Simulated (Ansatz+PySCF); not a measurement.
**singlet F2: levels of theory in one basis**

```yaml
atoms:
  - { symbol: F, position_ang: [0.0000, 0.0000, -1.4797] }
  - { symbol: F, position_ang: [0.0000, 0.0000, 1.4797] }
```

Basis set: STO-3G (spherical functions). Frozen core: 2 orbitals. Charge 0, multiplicity 1.

Computed with Ansatz (development build ahead of 0.2.0); each method stands on the lowest determinant of its kind that the runs found.

```json
{"method": "RHF", "E − E(RHF) (eV)": "0.00", "<S²> of the determinant": "0.00"}
{"method": "UHF", "E − E(RHF) (eV)": "-10.91", "<S²> of the determinant": "1.00"}
{"method": "UHF-MP2", "E − E(RHF) (eV)": "-10.91", "<S²> of the determinant": "1.00"}
{"method": "RHF-CCSD", "E − E(RHF) (eV)": "-10.91", "<S²> of the determinant": "–"}
{"method": "RHF-CCSD(T)", "E − E(RHF) (eV)": "-10.91", "<S²> of the determinant": "–"}
{"method": "full CI (lowest root of this spin)", "E − E(RHF) (eV)": "-10.92", "<S²> of the determinant": "–"}
```

At such a shape the full CI root can have another spatial symmetry than the determinants, so the rows needn't describe one state.

(1) Is a single determinant a sound starting point here?

Results:

(1) It is doubtful. Unrestricted orbitals lower Hartree–Fock by 10.91 eV and <S²> is 1.00 where a pure state has 0.00, a sign of strong static correlation.

Caution for RHF, RHF-CCSD, RHF-CCSD(T): an unrestricted determinant lies well below. Caution for UHF, UHF-MP2: the unrestricted determinant is a mixture of spin states; the determinant may break the point group. Caution for UHF-MP2: large amplitudes, a single reference is doubtful; another reference gives a lower total. Caution for RHF-CCSD, RHF-CCSD(T): very large amplitudes, the method is breaking down; the program doubts this total.
